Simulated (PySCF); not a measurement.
Shifts of the heteroatoms

Atom-mapped SMILES (the numbers label the heavy atoms): `[CH2:1]=[N:2]/[CH:3]=[CH:4]\[F:5]`. Hydrogens are named by the atom that carries them. Ha(C1) is cis to C3; Hb(C1) is trans to C3.

PySCF 2.14.0 with density-fitted response routines calculation with PBE0-D3(BJ)/def2-SVP structure, PBE0/pcSseg-1 with gauge-including orbitals and spin–spin couplings from B3LYP/pcJ-1; no relativistic terms, a single conformation, no solvent model.

(1) Predict the $^{19}$F NMR data.

(2) What are the $^{15}$N shifts?

## Answers

(1) 
```
atoms       environment  σ (ppm)  δ (ppm)
   F5  vinylic fluorine    285.9   -108.6
```

Shieldings were converted by a linear fit to measured shifts: $^{19}$F (scatter 6.9 ppm rms, 7.7 ppm with the 5 outliers that the fit left out vs CFCl3, solution or neat liquid, with a term for F on sp3 carbon). A few per cent of atoms miss by over 2 rms, more outside the fitted compound classes. Couplings are scaled by factors fitted to measured values: $^{2}J$(H,H) × 0.91 (rms 0.6 Hz), $^{3}J$(H,H) × 0.91 (rms 0.4 Hz, 0.5 with 2 outliers), $^{1}J$(C,F) × 0.77 (rms 7.3 Hz), $^{2}J$(C,F) × 1.09 (rms 1.9 Hz, 5.0 with 1 outliers); all others are unscaled and can be 10–30 % off.

Couplings (the largest are listed; each averaged over equivalent pairs): $^{1}J$(C4,F5) = -283.3 Hz, $^{2}J$(F5,H(C4)) = 80.8 Hz, $^{2}J$(C3,F5) = 1.3 Hz, $^{3}J$(F5,H(C3)) = 23.7 Hz.

On a 300 MHz spectrometer $^{19}$F resonates near 282.3 MHz, so 1 ppm is 282.3 Hz.

(2) 
| atoms | environment | σ (ppm) | δ (ppm) |
| --- | --- | --- | --- |
| N2 | imine nitrogen | -123.3 | -37.5 |

Shieldings were converted by a linear fit to measured shifts: $^{15}$N: δ = -150.45 − 0.916σ (rms 7.2 ppm, 79 shifts vs CH3NO2, solution or neat liquid). A few per cent of atoms miss by over 2 rms, more outside the fitted compound classes. Couplings are scaled by factors fitted to measured values: $^{2}J$(H,H) × 0.91 (rms 0.6 Hz), $^{3}J$(H,H) × 0.91 (rms 0.4 Hz, 0.5 with 2 outliers), $^{1}J$(C,F) × 0.77 (rms 7.3 Hz), $^{2}J$(C,F) × 1.09 (rms 1.9 Hz, 5.0 with 1 outliers); all others are unscaled and can be 10–30 % off.

Couplings (the largest are listed; each averaged over equivalent pairs): $^{1}J$(C1,N2) = -7.7 Hz, $^{2}J$(N2,Hb(C1)) = -12.1 Hz, $^{2}J$(N2,Ha(C1)) = 4.3 Hz, $^{2}J$(N2,C4) = -2.7 Hz, $^{2}J$(N2,H(C3)) = 1.2 Hz, $^{3}J$(N2,H(C4)) = -4.7 Hz. Signs are for $^{15}$N, whose magnetogyric ratio is negative.

On a 500 MHz spectrometer $^{15}$N resonates near 50.7 MHz, so 1 ppm is 50.7 Hz.
